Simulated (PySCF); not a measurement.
# BClH₃Na, an adduct: interaction energy

One table from this session's results is given with a row withheld; the runs are named, their logs left out.

Programs: PySCF 2.14.0. All values are calculated, for the isolated system unless a continuum is named. Atoms count from 0, parts from 1.

## The system as given

6 atoms, charge 0, multiplicity 1; geometry: GFN2-xTB. Parts: 1 = atoms 0–3, `B`, charge 0; 2 = atoms 4–5, `[Na][Cl]`, charge 0. In the given geometry B0 and Cl5 of different parts are bonded (1.92 Å), so values for the parts refer to these atom groups.

The first run:

The job: settings as JSON, then the geometry in Å.

```
{"job": {"xc": "PBE0", "basis": "def2-TZVPD", "d3": "d3bj", "grid": 3, "kind": "geom", "shake": 0.01}, "charge": 0, "multiplicity": 1, "parts": [{"atoms": "0-3", "charge": 0, "multiplicity": 1}, {"atoms": "4-5", "charge": 0, "multiplicity": 1}]}
B     -0.585647     0.017712     0.569678
H     -0.580728    -0.790635    -0.278816
H     -0.473135     1.211931     0.054247
H      0.180000    -0.133356     1.457414
Na    -1.937090     2.166101     0.420258
Cl    -2.362276     0.062087     1.285957
```

The run is started by

```console
> OMP_NUM_THREADS=1 python cluster_run.py task.json out
```

One launch serves the whole session: the jobs run in the order shown.

Among the steps run: Relaxing the molecule at PBE0-D3(BJ)/def2-TZVPD; Coupled-cluster interaction energy: CCSD(T) and MP2, 1.99 Å; Coupled-cluster interaction energy: CCSD(T) and MP2, 2.08 Å; Coupled-cluster interaction energy: CCSD(T) and MP2, 2.19 Å; Coupled-cluster interaction energy: CCSD(T) and MP2, 1.89 Å; Coupled-cluster interaction energy: CCSD(T) and MP2, 2.48 Å; Coupled-cluster interaction energy: CCSD(T) and MP2, 1.79 Å; Coupled-cluster interaction energy: CCSD(T) and MP2, 2.98 Å; Coupled-cluster interaction energy: CCSD(T) and MP2, 3.97 Å.

One table of the session follows, with a row left open; its other results are not shown here.

It belongs to the step «Coupled-cluster interaction energy: CCSD(T) and MP2, 3.97 Å». 

```
                 method  interaction energy (kcal/mol)
         HF/aug-cc-pVDZ                          -3.72
        MP2/aug-cc-pVDZ                          -4.27
       CCSD/aug-cc-pVDZ                              ?
    CCSD(T)/aug-cc-pVDZ                          -4.29
         HF/aug-cc-pVQZ                          -3.67
        MP2/aug-cc-pVQZ                          -4.27
    SCS-MP2/aug-cc-pVQZ                          -4.10
      MP2, extrapolated                          -4.27
CCSD(T), limit estimate                          -4.29
```

Estimate the missing values for CCSD/aug-cc-pVDZ.

The run gave: interaction energy (kcal/mol): -4.16. In the column «interaction energy (kcal/mol)» it lies between MP2, extrapolated (-4.27) and SCS-MP2/aug-cc-pVQZ (-4.10).
